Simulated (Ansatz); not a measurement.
Geometry optimisation, Ansatz, RKS PBE-D4/def2-SVP.

input.yaml

```yaml
crystal:
  periodic: [false, false, false]
  atoms:
    - { symbol: B, position_ang: [0.149482, 0.524236, -0.194564] }
    - { symbol: H, position_ang: [-0.252803, -0.363559, 1.994033] }
    - { symbol: O, position_ang: [1.359241, 0.116578, -0.673819] }
    - { symbol: H, position_ang: [1.346858, -0.794702, -1.028448] }
    - { symbol: H, position_ang: [-0.822381, -0.21112, -0.273877] }
    - { symbol: P, position_ang: [-0.053581, 2.354018, 0.38452] }
    - { symbol: H, position_ang: [0.697674, 2.219362, 1.602933] }
    - { symbol: H, position_ang: [1.114282, 2.816099, -0.324992] }
    - { symbol: H, position_ang: [-0.116974, 0.341289, 2.073916] }
basis:
  gaussian: { orbitals: def2-SVP }
hamiltonian:
  xc: pbe
  dispersion: d4
relax:
  f_tol: 0.03
  max_steps: 50
```

Run as:

```bash
$ ansatz run input.yaml --threads 1 --pin off --max-ram 2048MiB --backend cpu --events-out ev --progress --plain --runs-dir out
```

Task: Where does it end, and by what steps?

Result: It converged. The force dipped under the threshold on the way, but the program's further checks kept it going. After 30 steps the energy has fallen by 0.405 eV; H7 moved furthest, 1.30 Å.

```
step  energy less start (eV)  largest force component (eV/Å)  accepted
   0                  0.0000                           1.863       yes
   2                 -0.1941                           0.314       yes
   4                 -0.2732                           0.772       yes
   6                 -0.3640                           0.259       yes
   8                 -0.3887                           0.134       yes
  10                 -0.3911                           0.042       yes
  12                 -0.3918                           0.074       yes
  14                 -0.3959                           0.061       yes
  16                 -0.3971                           0.168       yes
  18                 -0.3914                           0.588        no
  20                 -0.4003                           0.150       yes
  22                 -0.4015                           0.055       yes
  24                 -0.4027                           0.100       yes
  26                 -0.4040                           0.040       yes
  28                 -0.4041                           0.096       yes
  30                 -0.4051                           0.029       yes
```

```xyz
9
Properties=species:S:1:pos:R:3
B 0.225 0.639 -0.555
H 0.059 -0.445 2.917
O 1.364 0.062 -1.026
H 1.221 -0.852 -1.332
H -0.836 0.029 -0.545
P 0.255 2.500 -0.065
H -0.513 2.367 1.142
H 1.544 2.535 0.571
H 0.103 0.167 2.452
```

Whether the end is a true minimum wasn't checked by a vibrational analysis.

Run time: 22 s on 1 thread of AMD EPYC 9R45 96-Core Processor (Zen 5), on a shared host, peak memory 0.15 GiB.
